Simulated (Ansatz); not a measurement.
[SiH$_{3}$···H···H], doublet: the ladder up to UCCSDT(Q)

Geometry: a point of a hydrogen-transfer path between rigid fragments, not a stationary point.

```tsv
atom	x (Å)	y (Å)	z (Å)
Si	-0.0848	0.0000	0.0000
H	-0.5797	1.3997	0.0000
H	-0.5797	-0.6999	1.2122
H	-0.5797	-0.6999	-1.2122
H	1.6572	0.0000	0.0000
H	2.4452	0.0000	0.0000
```

Basis cc-pVDZ; Ansatz 0.2.0. Correlated methods freeze the noble-gas cores, which leaves 9 electrons in 38 orbitals. Prefix R: restricted or restricted open-shell reference; prefix U: unrestricted. Active spaces: valence = (9e, 9o) chosen from the atoms' valence shells; pair = (3e, 3o) about the gap.

Full CI isn't at hand for all of this; UCCSDT(Q) serves as the reference, and is uncertain by about the last step of the cluster series. The frozen core follows each run's orbitals, which can shift R against U totals by a few meV.

For open shells CISD is restricted-active-space CI with the open shells as a complete middle space.

```
UHF ⟨S²⟩                          : 0.768
T1 diagnostic (RCCSD)             : 0.0190
largest doubles amplitude (RCCSD) : 0.033
T1 diagnostic (UCCSD)             : 0.0139
```

```
   level  E − E(RHF) (eV)
     UHF          -0.1447
    RMP2          -3.6404
    UMP2          -3.6332
   RCCSD          -4.5893
   UCCSD          -4.5907
RCCSD(T)          -4.6712
UCCSD(T)          -4.6707
```

(1) Estimate how far UCCSDT(Q) in cc-pVDZ lies from RCCSD(T). The table doesn't fix it; the size of (T) and the diagnostics are the guide.

(1) UCCSDT(Q) in cc-pVDZ lies 2.1 kJ/mol below RCCSD(T), which is 27 % of the (T) step (-7.9 kJ/mol). The diagnostics give no warning, yet the rest is a sizeable part of (T).

The other levels:

```json
{"level": "CISD", "E − E(UCCSDT(Q)) (kJ/mol)": "35.0", "share of correlation (%)": "92.27", "wall time": "0.9 s"}
{"level": "BCCD(T)", "E − E(UCCSDT(Q)) (kJ/mol)": "2.1", "share of correlation (%)": "99.53", "wall time": "0.9 s"}
{"level": "RCCSDT", "E − E(UCCSDT(Q)) (kJ/mol)": "0.2", "share of correlation (%)": "99.95", "wall time": "–"}
{"level": "UCCSDT", "E − E(UCCSDT(Q)) (kJ/mol)": "0.2", "share of correlation (%)": "99.95", "wall time": "–"}
{"level": "RCCSDT(Q)", "E − E(UCCSDT(Q)) (kJ/mol)": "0.0", "share of correlation (%)": "99.99", "wall time": "15 s"}
{"level": "CASSCF (pair space)", "E − E(UCCSDT(Q)) (kJ/mol)": "401.1", "share of correlation (%)": "11.42", "wall time": "–"}
{"level": "NEVPT2 (pair space)", "E − E(UCCSDT(Q)) (kJ/mol)": "98.9", "share of correlation (%)": "78.16", "wall time": "0.72 s"}
{"level": "CASSCF (valence space)", "E − E(UCCSDT(Q)) (kJ/mol)": "286.1", "share of correlation (%)": "36.83", "wall time": "–"}
{"level": "NEVPT2 (valence space)", "E − E(UCCSDT(Q)) (kJ/mol)": "89.1", "share of correlation (%)": "80.33", "wall time": "2.6 s"}
{"level": "MRCISD (valence space)", "E − E(UCCSDT(Q)) (kJ/mol)": "16.0", "share of correlation (%)": "96.46", "wall time": "–"}
{"level": "MRCISD+Q (valence space)", "E − E(UCCSDT(Q)) (kJ/mol)": "1.8", "share of correlation (%)": "99.61", "wall time": "5.5 s"}
{"level": "MRCISD+Q(relaxed) (valence space)", "E − E(UCCSDT(Q)) (kJ/mol)": "-1.9", "share of correlation (%)": "100.42", "wall time": "7.5 s"}
```

The correlation energy at UCCSDT(Q), counted from RHF, is -4.693 eV. That run took 11 s on 1 thread of Intel Xeon Platinum 8488C, shared host.

Times hold each run's SCF and search for its determinant on a shared host, so for small cases they say little of a method's own cost; they ran on 1 thread of Intel Xeon Platinum 8488C.

Natural occupations of CASSCF (valence space) about the gap: 1.986 1.976 1.975 1.975 1.002 0.027 0.022 0.019 0.019; effectively unpaired electrons, Σ n²(2−n)², 1.02.
